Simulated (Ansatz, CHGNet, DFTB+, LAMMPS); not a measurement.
## Ladder of methods for the cohesive energy of fcc Cu

Reference value: 3.52 eV/atom (measured, zero-point vibration energy added; as tabulated in Harl et al. (2010), doi:10.1103/physrevb.81.115126).

```json
[
 {"level (code)": "MEAM library.meam-Cu (LAMMPS)", "value (eV/atom)": "3.54", "cell (Å³/atom)": "11.86"},
 {"level (code)": "GFN1-xTB (DFTB+)", "value (eV/atom)": "4.93", "cell (Å³/atom)": "13.63"},
 {"level (code)": "CHGNet-r²SCAN (CHGNet)", "value (eV/atom)": "3.86", "cell (Å³/atom)": "11.45"},
 {"level (code)": "LDA (Ansatz)", "value (eV/atom)": "4.56", "cell (Å³/atom)": "10.89"},
 {"level (code)": "PBE (Ansatz)", "value (eV/atom)": "3.52", "cell (Å³/atom)": "11.95"},
 {"level (code)": "rVV10 (Ansatz)", "value (eV/atom)": "___", "cell (Å³/atom)": "12.13"},
 {"level (code)": "r²SCAN (Ansatz)", "value (eV/atom)": "___", "cell (Å³/atom)": "11.44"}
]
```

Q: What belongs in the gaps?

A: 
- rVV10 (Ansatz, an electronic-structure program), value (eV/atom): 3.74
- r²SCAN (Ansatz), value (eV/atom): 3.89

Errors against the reference: MEAM library.meam-Cu +0.02 eV/atom, GFN1-xTB +1.41 eV/atom, CHGNet-r²SCAN +0.34 eV/atom, LDA +1.04 eV/atom, PBE 0.00 eV/atom, rVV10 +0.22 eV/atom, r²SCAN +0.37 eV/atom.

Leaving aside MEAM library.meam-Cu, GFN1-xTB, CHGNet-r²SCAN, which can be fitted to such values or carry a doubt: Closest of these to the reference: PBE (0.00 eV/atom). Farthest off: LDA (+1.04 eV/atom). Of these only PBE lands within 0.1 eV/atom.

GFN1-xTB: the free atoms are run in the same model without spin. GFN1-xTB: the method was fitted mainly to molecules. CHGNet-r²SCAN: free atoms can lie outside what these potentials were trained on. Each level is taken at its own relaxed cell. Cutoffs differ between the levels. Ansatz's density-functional and Hartree–Fock values are scalar-relativistic unless marked +SOC, with PAW data made under PBE.

Empirical potentials (MEAM library.meam-Cu) are fitted to chosen data, which need not cover the solid at hand: agreement can be built in, and what lay outside the fit can be far off. Machine-learned potentials (CHGNet-r²SCAN) are trained on DFT data, which may include these solids.

Differences are worked out from the printed values.
